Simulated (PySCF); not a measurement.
# Which functional comes closest?

Molecule: SMILES O=P([O-])([O-])[O-], [O₄P]3-.

Atoms are numbered as in `[O:1]=[P:2]([O-:3])([O-:4])[O-:5]`.

Geometry PBE0-D3(BJ)/def2-SVP throughout; GIAO in PySCF 2.14.0 with density-fitted response routines, gas phase, one conformer, non-relativistic; equivalent atoms averaged; basis pcSseg-2.

Reference values (measured; NMR Tables: representative 31P chemical shifts referenced to 85 % H3PO4 (instrument maker's almanac)): δ(P2) = 6.0 ppm vs 85 % H3PO4. Computed shifts are taken against H3PO4, calculated as an isolated molecule at each level.

Task: How do the functionals WP04, B97-2, BHandHLYP, CAM-B3LYP, wB97X-D, LC-wPBE perform against the reference? Times are CPU seconds on 1 thread of an Arm Neoverse V1, shared host.

Result: 
```csv
functional,kind,P2,abs. error P,core-s
WP04,global hybrid,35.3,29.3,10
B97-2,global hybrid,29.8,23.8,10
BHandHLYP,global hybrid,30.4,24.4,9.6
CAM-B3LYP,range-separated hybrid,32.2,26.2,14
wB97X-D,range-separated hybrid,31.1,25.1,13
LC-wPBE,range-separated hybrid,29.3,23.3,17
```

For 31P the closest is LC-wPBE (23.3 ppm) and the furthest WP04 (29.3 ppm). One molecule is a small sample, and vibrational and solvent effects are absent from the calculation.
